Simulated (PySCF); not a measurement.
Stepwise substitution at one centre (B Cl-I). Gas-phase values, no solvent. Strings in code marks are SMILES.

The numbers are results of TPSSh-D3(BJ)/def2-TZVP // CAM-B3LYP-D3(BJ)/def2-TZVP in PySCF, not measurements. All candidates: neutral, multiplicity 1. Delta-SCF ions had no search for a lower state. Excitations are Tamm–Dancoff values on a coarser integration grid. The basis has no diffuse functions, so Rydberg states are missing or too high.

```yaml
vertical ionisation energy (Delta-SCF): 11.06 eV
S1 excitation (TDA): 5.55 eV
HOMO–LUMO gap: 6.20 eV
```

Question: Identify which member has these values.
A. `ClB(I)I`
B. `ClB(Cl)Cl`
C. `ClB(Cl)I`
D. `IB(I)I`

Answer: B, `ClB(Cl)Cl`. The others give `ClB(I)I`: 9.34 eV, 3.81 eV, 4.33 eV; `IB(I)I`: 8.96 eV, 3.42 eV, 3.91 eV; `ClB(Cl)I`: 9.93 eV, 4.32 eV, 4.86 eV
